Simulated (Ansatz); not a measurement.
# bcc Cs

All values below come from Hartree–Fock (Ansatz, a program for electronic structure, PAW).

Numerical settings: plane-wave cutoff 460 eV, 8×8×8 k mesh, Fermi–Dirac smearing 0.05 eV, scalar-relativistic PAW data made under PBE.

Cell (relaxed at this level):

```yaml
crystal:
  lattice:
    - [-3.47838, 3.47838, 3.47838]
    - [3.47838, -3.47838, 3.47838]
    - [3.47838, 3.47838, -3.47838]
  atoms:
    - { symbol: Cs, position: [0.00000, 0.00000, 0.00000] }
```

For bcc Cs, the bulk modulus comes out as 1.13 GPa and the pressure derivative B′ of the bulk modulus is 3.9.

Measured, for comparison: bulk modulus 2.11 GPa (corrected for temperature and zero-point phonon effects, our sources range from 2.11 to 2.35; as tabulated in Levämäki et al. (2014), arXiv:1402.3671). Computed (rounded) less measured: bulk modulus -46 % (-46 % to -52 % over the range).

Note: the cell is over a tenth larger than the published one: the level's own overestimate first of all, though another phase or state, or a fault of the published cell, is possible.

Spin–orbit coupling is not included.

It cost very roughly 100 core-minutes of CPU time.
